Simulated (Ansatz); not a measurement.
# A barrier at the coupled-cluster level

Start structure (CH9NSi, singlet), relaxed at PBE0-D4/def2-TZVP:

```tsv
atom	x (Å)	y (Å)	z (Å)
Si1	-0.2803	-0.4092	-0.3219
C2	0.4498	1.2728	0.0504
H3	0.8321	-1.3523	-0.6201
H4	-1.0243	-0.8739	0.8818
N5	-1.3738	-0.4917	-1.6479
H6	1.8185	-1.1576	2.7939
H7	1.1022	-1.3041	2.6431
H8	-0.3329	1.9988	0.2855
H9	1.0182	1.6528	-0.8025
H10	1.1260	1.2162	0.9084
H11	-1.0357	-0.4482	-2.5950
H12	-2.2998	-0.1035	-1.5757
```

The step: CH₇NSi ([CH3][SiH2][NH2]) + H₂ → SiNH₅ ([NH2][SiH3]) + CH₄; bonds formed: Si1–H7, C2–H6; bonds broken: Si1–C2, H6–H7. Program: Ansatz 0.2.0. Basis: def2-TZVPP and def2-QZVPP. Cores are frozen in the correlated methods. Extrapolation: Hartree–Fock as exp(−7.88 √X), correlation as X^−2.97. Energies below are by CCSD(T) at an estimated basis limit (MP2 extrapolated from triple and quadruple zeta, plus CCSD(T) − MP2 in triple zeta).

**Question.** What are the electronic barrier and the energy of the step, from the start structure to the end structure? (An estimate is asked for; the value comes from the calculation.)

**Answer.** By the calculation: Barrier 280.5 kJ/mol; step energy -24.3 kJ/mol (downhill); reverse barrier, their difference, 304.8 kJ/mol. Barrier and step energy count from the start structure, the reverse barrier from the end structure.

The saddle point: One imaginary mode of 1370i cm⁻¹.
```csv
pair,start (Å),saddle (Å),end (Å)
Si1–H7,3.39,1.68,1.49
C2–H6,3.91,1.40,1.09
Si1–C2,1.87,2.13,3.83
H6–H7,0.75,1.10,2.72
```

Zero-point energy (harmonic, PBE0-D4): ZPE is 236.9 kJ/mol at the start and 251.5 kJ/mol at the saddle, so the barrier goes from 280.5 to 295.2 kJ/mol.

No T1 diagnostic of these runs exceeds 0.012. The end structure is not quite a true minimum (one mode of 36i cm⁻¹).

Labels in which every atom is bracketed show which atoms are joined, not bond orders.

For scale, one of the runs: CCSD(T)/def2-TZVPP, 230 basis functions, launched by `ansatz run in.yaml --threads 4 --pin off --events-out ev --progress --plain --max-ram 9574MiB`. Hardware: 4 CPU threads of an Arm Neoverse V1, shared host. Wall time 49 s; peak host memory 3.9 GiB.
